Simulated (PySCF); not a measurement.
# Computed spin Hamiltonian

Species: C3H3ClFO (doublet state).
Z-matrix (Å and degrees, PBE0-D3(BJ)/def2-SVP geometry), rows numbered from 1:
```
F 
C   1  1.3479
O   2  1.4043  1  110.42
C   3  1.3148  2  117.68  1    75.41
C   4  1.3203  3  133.64  2    76.76
Cl  5  1.7493  4  122.17  3    -0.55
H   2  1.0993  1  109.73  3  -116.01
H   2  1.1025  1  109.28  3   120.84
H   5  1.0902  4  122.93  3   179.48
```

The hyperfine couplings belong to this conformer and change with its torsions.

The species is `FCO/[C]=C\Cl` [radical].

Computed with PySCF 2.14.0, UKS B3LYP, IGLO-III on C Cl F O, pcH-1 on H, non-relativistic, mean-field spin-orbit, GIAO. Isolated species at its PBE0-D3(BJ)/def2-SVP geometry (one conformer only). The SCF solution wasn't tested for stability.

| Item | Value |
| --- | --- |
| g1, g2, g3 | 1.99757, 2.00200, 2.00575 |
| g_iso | 2.00177 |
| Form of g | rhombic: the two nearest values differ by 46 % of g3 − g1 |
| ⟨S²⟩ | 0.7595 (exact 0.7500) |
| HOMO–LUMO gap, α and β orbitals | 6.49, 4.04 eV |
| Total energy | -751.42086 Eh |
| Basis functions | 249 |

Hyperfine couplings atom by atom, in mT; T1 to T3 are the principal values of the dipolar part; ρ(0) is the spin density at the nucleus (MHz turned into mT with g_iso):

```csv
atom,isotope,a_iso,of which spin–orbit,T1,T2,T3,Mulliken spin population,ρ(0) (bohr⁻³)
F1,19F,0.57,0.00,-0.50,-0.42,0.92,0.00,0.0037
C2,13C,0.04,0.00,-0.10,-0.08,0.18,0.01,0.0010
O3,17O,-2.29,0.00,-1.94,0.94,0.99,0.11,0.1061
C4,13C,16.56,-0.02,-2.50,-1.66,4.16,0.86,0.4132
C5,13C,5.96,0.00,-0.66,-0.05,0.71,-0.06,0.1486
Cl6,35Cl,0.63,0.02,-0.73,-0.55,1.28,0.07,0.0391
H7,1H,0.10,0.00,-0.12,-0.09,0.20,0.00,0.0006
H8,1H,0.19,0.00,-0.14,-0.09,0.23,0.00,0.0012
H9,1H,0.75,0.00,-0.24,-0.16,0.40,0.01,0.0047
```

Largest spin populations (Mulliken): C4 (+0.86), O3 (+0.11), Cl6 (+0.07) and C5 (-0.06). No atom but C4 exceeds +0.15.

Axes: g1 points within 9° of the O3–C4 bond.

Under fast tumbling the dipolar parts average out, and these isotropic splittings remain: 1 × 1H (H9, I = 1/2, 2 lines) with 0.75 mT, 1 × 35Cl (Cl6, I = 3/2, 4 lines) with 0.63 mT, 1 × 19F (F1, I = 1/2, 2 lines) with 0.57 mT and 2 × 1H (H7/H8, I = 1/2, 3 lines) with 0.14 mT.

Class means assume fast exchange of nuclei equivalent by connectivity; if that motion is slow, each nucleus keeps its own coupling.

Main isotope only: 35Cl (natural samples also hold 24 % 37Cl, magnetic too, which adds its own pattern).

The 17O coupling of O3 (-64.2 MHz) shows only in satellite lines or after enrichment, since that isotope makes up about 0.038 % of natural oxygen.

The 13C coupling of C4 (464.1 MHz) shows only in satellite lines or after enrichment, since that isotope makes up about 1.07 % of natural carbon.
